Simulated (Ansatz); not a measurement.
**C2H5FS: one species, many methods**

One table from this session's results is given with a row withheld; the runs are named, their logs left out.

Computed with Ansatz 0.2.0, Gaussian basis. Level: functionals in def2-TZVPP, the program's frozen cores in correlated methods.

The runs, in order: LDA (SPW92), PBE-D4, revPBE-D4, BLYP-D4, r2SCAN-D4, B97M-V, PBE0-D4, B3LYP-D4, r2SCANh-D4, r2SCAN0-D4, HSE06-D4, BHLYP-D4, CAM-B3LYP-D4, LC-ωPBE, ωB97X-V, ωB97M-V, B2PLYP, PBE-QIDH; CCSD(T)/def2-SVP; CCSD(T)/def2-TZVPP; MP2/def2-QZVPP; extrapolation to the limit; RPA on PBE.

### The geometry

An earlier PBE0-D4 in a triple-zeta def2 set relaxation fixed the geometry.

SMILES `CSCF`, 9 atoms, charge 0, spin multiplicity 1.

Atoms are counted from 1 here; the program's logs count them from 0.

Bond lengths: C1–S2 1.799 Å, C1–H5 1.091 Å, C1–H6 1.089 Å, C1–H7 1.090 Å, S2–C3 1.777 Å, C3–F4 1.381 Å, C3–H8 1.092 Å, C3–H9 1.093 Å. Angles: S2–C1–H5 111.1°, S2–C1–H6 110.8°, S2–C1–H7 106.9°, H5–C1–H6 110.3°, H5–C1–H7 108.9°, H6–C1–H7 108.9°, C1–S2–C3 99.9°, S2–C3–F4 113.2°, S2–C3–H8 106.9°, S2–C3–H9 110.7°, F4–C3–H8 108.5°, F4–C3–H9 107.4°, H8–C3–H9 110.2°.

Set-up of the first run:

Contents of in.yaml:

```yaml
crystal:
  periodic: [false, false, false]
  atoms:
    - {symbol: C, position_ang: [-0.632991, 1.035957, 0.624993]}
    - {symbol: S, position_ang: [0.089444, 0.664657, -0.980338]}
    - {symbol: C, position_ang: [0.607522, -1.012136, -0.701235]}
    - {symbol: F, position_ang: [1.696291, -1.111053, 0.142677]}
    - {symbol: H, position_ang: [-1.475898, 0.376354, 0.837517]}
    - {symbol: H, position_ang: [0.115323, 0.957791, 1.412957]}
    - {symbol: H, position_ang: [-0.992402, 2.064107, 0.580512]}
    - {symbol: H, position_ang: [0.884184, -1.424293, -1.674203]}
    - {symbol: H, position_ang: [-0.203072, -1.597784, -0.260081]}
basis:
  gaussian: {orbitals: def2-TZVPP}
hamiltonian: {xc: lda}
output: {orbitals: {seedname: orbitals}}
```

Launch:

```bash
> ansatz run in.yaml --threads 2 --pin off --events-out ev --progress --plain --max-ram 4352MiB
```

Steps of the session up to this table: LDA; PBE-D4 (GGA); revPBE-D4 (GGA); BLYP-D4 (GGA); r2SCAN-D4 (meta-GGA); B97M-V (meta-GGA); B3LYP-D4 (hybrid); r2SCANh-D4 (hybrid); r2SCAN0-D4 (hybrid); HSE06-D4 (hybrid); BHLYP-D4 (hybrid); CAM-B3LYP-D4 (range-separated); LC-ωPBE (range-separated); ωB97X-V (range-separated); ωB97M-V (range-separated); B2PLYP (double hybrid); PBE-QIDH (double hybrid).

One table of the session follows, with a row left open; its other results are not shown here.

| functional | HOMO (eV) | LUMO (eV) | gap (eV) |
| --- | --- | --- | --- |
| LDA (SPW92) | -5.81 | -0.37 | 5.44 |
| PBE-D4 | -5.69 | -0.19 | 5.50 |
| revPBE-D4 | -5.64 | -0.11 | 5.53 |
| BLYP-D4 | -5.55 | -0.12 | 5.43 |
| r2SCAN-D4 | -5.94 | 0.16 | 6.10 |
| B97M-V | -6.03 | 0.07 | 6.10 |
| PBE0-D4 | -6.93 | 0.79 | 7.73 |
| B3LYP-D4 | -6.71 | 0.49 | 7.20 |
| r2SCANh-D4 | -6.40 | 0.52 | 6.92 |
| r2SCAN0-D4 | -7.09 | 1.04 | 8.13 |
| HSE06-D4 | -6.53 | 0.41 | 6.94 |
| BHLYP-D4 | -8.06 | 1.67 | 9.74 |
| CAM-B3LYP-D4 | -8.30 | 1.79 | 10.09 |
| LC-ωPBE | -9.69 | 3.10 | 12.79 |
| ωB97X-V | ? | ? | ? |
| ωB97M-V | -9.16 | 2.62 | 11.78 |

**Question.** Estimate the row for ωB97X-V.

As computed: HOMO (eV): -9.32; LUMO (eV): 2.92; gap (eV): 12.24. In the column «HOMO (eV)» it lies between LC-ωPBE (-9.69) and ωB97M-V (-9.16).
